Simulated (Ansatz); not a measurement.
# PH₂O (quartet): from Hartree-Fock to the top rungs, cc-pVDZ

How much of the correlation energy of PH₂O (quartet) does each wave-function method recover here?

Method: cc-pVDZ, core rule «outside noble gas», up to 6 orbitals frozen; program: Ansatz 0.2.0, Gaussian basis.

To be run: UHF; CCSD(T) on ROHF; CCSD(T) on UHF; BCCD(T) on ROHF; CISD; CCSDT(Q) on ROHF; CCSDT(Q) on UHF; CASSCF and MRCISD+Q, 13 electrons in 10 orbitals; CASSCF and NEVPT2, 13 electrons in 10 orbitals.

27 further runs of the same task are left out: 4 for a known fault of the program, 11 that didn't finish, 12 set aside as unsound or not needed.

## Step 1: The geometry

The geometry is a PBE0/def2-TZVP stationary point (not a proven minimum) of the parent state, kept for this charge and spin.

4 atoms, charge 0, spin multiplicity 4.

Atoms are counted from 1 here; the program's logs count them from 0.

Bond lengths: O1–P2 1.488 Å, P2–H3 1.397 Å, P2–H4 1.397 Å. Angles: O1–P2–H3 123.4°, O1–P2–H4 123.4°, H3–P2–H4 113.3°.

## Step 2: UHF

The input, in.yaml:

```yaml
crystal:
  periodic: [false, false, false]
  atoms:
    - {symbol: O, position_ang: [0.000000, 0.000000, 1.033778]}
    - {symbol: P, position_ang: [0.000000, 0.000000, -0.454425]}
    - {symbol: H, position_ang: [0.000000, -1.166853, -1.222577]}
    - {symbol: H, position_ang: [0.000000, 1.166853, -1.222577]}
basis:
  gaussian: {orbitals: cc-pVDZ}
magnetization: {spin_polarized: true, initial_magnetization: 3}
hamiltonian: {xc: hf}
output: {orbitals: {seedname: orbitals}}
```

On the command line:

```
ansatz run in.yaml --threads 1 --pin off --events-out ev --progress --plain --max-ram 2393MiB
```

Further steps of the session: CCSD(T) on ROHF; CCSD(T) on UHF; BCCD(T) on ROHF; CISD; CCSDT(Q) on ROHF; CCSDT(Q) on UHF; CASSCF and MRCISD+Q, 13 electrons in 10 orbitals; CASSCF and NEVPT2, 13 electrons in 10 orbitals.

Before running them: what should the planned runs give, taken together? Wanted: UCCSDT(Q) below the RHF energy; RMP2 from UCCSDT(Q); UMP2 from UCCSDT(Q); RCCSD from UCCSDT(Q); RCCSD(T) from UCCSDT(Q); UCCSD(T) from UCCSDT(Q); RCCSDT(Q) from UCCSDT(Q); NEVPT2 valence from UCCSDT(Q); MRCISD+Q valence from UCCSDT(Q).

The runs gave:

```
                         quantity                      value
   UCCSDT(Q) below the RHF energy                 -8.1943 eV
              RMP2 from UCCSDT(Q)                +1232.0 meV
              UMP2 from UCCSDT(Q)                +1233.9 meV
             RCCSD from UCCSDT(Q)                 +268.9 meV
          RCCSD(T) from UCCSDT(Q)                  +62.1 meV
          UCCSD(T) from UCCSDT(Q)                  +59.8 meV
         RCCSDT(Q) from UCCSDT(Q)                   +2.6 meV
    NEVPT2 valence from UCCSDT(Q)                +1379.5 meV
  MRCISD+Q valence from UCCSDT(Q)                  +79.0 meV
levels within 1 kcal/mol (43 meV)  RCCSDT, UCCSDT, RCCSDT(Q)
                    T1 diagnostic                      0.040
   effectively unpaired electrons                       3.01
```

**Reading.** RCCSD(T) misses by +62.1 meV, 0.8 % of the correlation energy. One determinant dominates. Of the multireference levels listed MRCISD+Q valence comes nearest in total energy (+79.0 meV), which doesn't show that its space is the better one. These misses are within one basis, not against nature; the frozen cores of restricted and unrestricted runs differ, which can shift their rows.
